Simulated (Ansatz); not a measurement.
Correlation energies of `C=C(C)C(C)C` by basis set

```xyz
18

C     0.376   -1.024   -1.861
C     0.144   -0.686   -0.596
C     0.031   -1.721    0.479
C    -0.015    0.763   -0.200
C     1.066    1.207    0.782
C    -1.404    1.050    0.364
H     0.458   -0.273   -2.640
H     0.493   -2.060   -2.160
H    -0.945   -1.681    0.971
H     0.783   -1.570    1.260
H     0.164   -2.724    0.073
H     0.103    1.353   -1.115
H     0.986    2.279    0.979
H     2.066    1.008    0.389
H     0.970    0.692    1.742
H    -2.186    0.737   -0.332
H    -1.566    0.531    1.312
H    -1.525    2.120    0.553
```

The species carries charge 0 and has multiplicity 1. All single points use the PBE0-D4/def2-TZVP geometry. It is one conformer, not always the lowest. Frozen core, restricted reference, Ansatz. CBS rows extrapolate triple and quadruple zeta; past MP2 they add the triple-zeta difference.

```tsv
basis	HF (Eh)	MP2 corr.
def2-SVP	-234.01205	-0.85247
def2-TZVPP	-234.26647	-1.03667
def2-QZVPP	-234.27741	-1.10068
```

(1) Estimate the CCSD correlation energy and the (T) correction in each basis where they were run (hartree).

## Answers

(1) 
| basis | CCSD corr. | (T) |
| --- | --- | --- |
| def2-SVP | -0.92921 | -0.03031 |
| def2-TZVPP | -1.09856 | -0.04587 |
| CBS(def2) | -1.20997 | as TZ |
